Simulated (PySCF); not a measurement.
**Which functional comes closest?**

Molecule: `C(C=C)(N)=O`, C₃H₅NO.

Numbering as in the mapped SMILES `[CH2:1]=[CH:2][C:3]([NH2:4])=[O:5]`. Each H is labelled by its parent atom. Ha(C1) is cis to C3; Ha(N4) is cis to the C=O or C=S heteroatom; Hb(C1) is trans to C3; Hb(N4) is trans to the C=O or C=S heteroatom.

Geometry PBE0-D3(BJ)/def2-SVP throughout; GIAO in PySCF 2.14, gas phase, one conformer, non-relativistic; equivalent atoms averaged; basis pcSseg-2.

Reference values (measured; solution, not stated per compound (mostly CDCl3 or CCl4); Pretsch, Buehlmann, Badertscher, Structure Determination of Organic Compounds, 4th ed. (2009)): δ(H(C2)) = 6.48 ppm, δ(Hb(C1)) = 5.71 ppm, δ(Ha(C1)) = 6.17 ppm. Computed shifts are taken against TMS, calculated as an isolated molecule at each level.

Question: How do the functionals HF, LDA, PBE, BLYP, BP86, OPBE, KT2, KT3, B97-D, B3LYP, PBE0, mPW1PW91, WP04, B97-2, BHandHLYP, CAM-B3LYP, wB97X-D, LC-wPBE perform against the reference? Times are CPU seconds on shared hosts with different chips, so compare them loosely; the GGAs took longer than the global hybrids here, which isn't the general rule, and the cause wasn't traced.

Answer: 
| functional | kind | H(C2) | Hb(C1) | Ha(C1) | mean abs. error H | core-s |
| --- | --- | --- | --- | --- | --- | --- |
| HF | Hartree–Fock | 5.93 | 6.24 | 7.37 | 0.76 | 17 |
| LDA | LDA | 6.44 | 5.98 | 7.01 | 0.38 | 41 |
| PBE | GGA | 6.32 | 5.84 | 6.89 | 0.34 | 49 |
| BLYP | GGA | 6.23 | 5.75 | 6.83 | 0.32 | 49 |
| BP86 | GGA | 6.27 | 5.82 | 6.88 | 0.34 | 51 |
| OPBE | GGA | 6.35 | 5.86 | 6.89 | 0.33 | 52 |
| KT2 | GGA | 6.10 | 5.67 | 6.70 | 0.32 | 52 |
| KT3 | GGA | 6.10 | 5.65 | 6.69 | 0.32 | 49 |
| B97-D | GGA | 6.19 | 5.75 | 6.82 | 0.33 | 51 |
| B3LYP | global hybrid | 6.16 | 5.89 | 6.96 | 0.43 | 25 |
| PBE0 | global hybrid | 6.23 | 6.00 | 7.04 | 0.47 | 33 |
| mPW1PW91 | global hybrid | 6.21 | 5.98 | 7.03 | 0.47 | 33 |
| WP04 | global hybrid | 5.88 | 5.68 | 6.74 | 0.40 | 15 |
| B97-2 | global hybrid | 6.17 | 5.91 | 6.98 | 0.44 | 15 |
| BHandHLYP | global hybrid | 6.08 | 6.04 | 7.14 | 0.57 | 14 |
| CAM-B3LYP | range-separated hybrid | 6.18 | 6.02 | 7.10 | 0.51 | 20 |
| wB97X-D | range-separated hybrid | 6.19 | 6.04 | 7.10 | 0.52 | 20 |
| LC-wPBE | range-separated hybrid | 6.27 | 6.19 | 7.24 | 0.59 | 27 |

For 1H the closest is BLYP (0.32 ppm, with KT2, KT3, B97-D, OPBE, PBE, BP86 practically level) and the furthest HF (0.76 ppm). One molecule is a small sample, and vibrational and solvent effects are absent from the calculation.
